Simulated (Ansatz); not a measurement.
For zinc-blende ZnSe, rVV10 (plane waves, PAW; Ansatz, an electronic-structure program) gives:

| Property | Value |
|---|---|
| lattice parameter a | 5.750 Å |
| bulk modulus B0 | 57.3 GPa |
| cohesive energy | 2.74 eV/atom |
| band gap | 0.85 eV |

Problem. What does LC-ωPBE (PAW; Ansatz) give for the same quantities?

Solution. 
- lattice constant a: 5.603 Å (decreases by 2.6 %)
- bulk modulus: 76.1 GPa (increases by 33 %)
- cohesive energy: 2.77 eV/atom (grows by 0.03 eV/atom)
- band gap: 7.09 eV (grows by 6.24 eV)

For comparison: lattice constant a 5.668 Å (measured, room temperature, not corrected to a static lattice; as tabulated in Albrecht et al. (1997), arXiv:cond-mat/9706128); bulk modulus 62.4 GPa (measured, temperature not stated, not corrected to a static lattice, our sources range from 62.4 to 69.3; as tabulated in Toher et al. (2017), arXiv:1611.05714); cohesive energy 2.67 eV/atom (measured, zero-point energy (9/8 kB θD) added and atomic spin-orbit splittings removed, spin-orbit-averaged atoms; as tabulated in Albrecht et al. (1997), arXiv:cond-mat/9706128); band gap 2.87 eV (measured, zero-point renormalisation of 0.05 eV added back here (the table's ZPR column); inputs from Chen et al. (2018), doi:10.1103/physrevmaterials.2.073803).

Changes are worked out from the printed values.

Unless a cell is named, each level is at its own relaxed cell (rVV10 23.77, LC-ωPBE 21.98 Å³/atom).

Levels without +SOC have no spin–orbit coupling; where heavier elements are present it shifts gaps, mostly down, and can invert bands. Density-functional gaps are differences of (generalised) Kohn–Sham levels.

Ansatz's density-functional and Hartree–Fock values are scalar-relativistic unless marked +SOC, with PAW data made under PBE.
